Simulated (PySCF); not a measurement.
Rock-salt LiH: correlation energy from several methods in one and the same small orbital space (PySCF; 8 atoms at the zone centre, 8 electrons in 17 orbitals, empty ones MP2 natural orbitals of a DZ basis, lattice constant set to 3.9609 Å). Its volume lies 7 % below that of the crystal's usual cell. It tests the methods against each other and lies far from the crystal's limit.

Full CI gives -0.3135 eV per atom.

### Question
What share of it do MP2, CCSD, CCSD(T), CCSDT, CCSDT(Q), CCSDTQ recover?

### Answer
MP2 69.6 %; CCSD 99.6 %; CCSD(T) 99.9 %; CCSDT 100.0 %; CCSDT(Q) 100.0 %; CCSDTQ 100.0 %.

```
method    E_corr (eV per atom)  share of full CI (%)  error (meV)
--------  --------------------  --------------------  -----------
MP2                    -0.2182                  69.6           95
CCSD                   -0.3121                  99.6            1
CCSD(T)                -0.3131                  99.9            0
CCSDT                  -0.3134                 100.0            0
CCSDT(Q)               -0.3135                 100.0            0
CCSDTQ                 -0.3135                 100.0            0
full CI                -0.3135                 100.0            0
```

The Hartree–Fock determinant has a weight of 0.94 in the full CI state.

MP2, (T) and (Q) use filled levels shifted down by the Madelung term, which in so small a cell is a large part of the gap, so these rows hang on it.
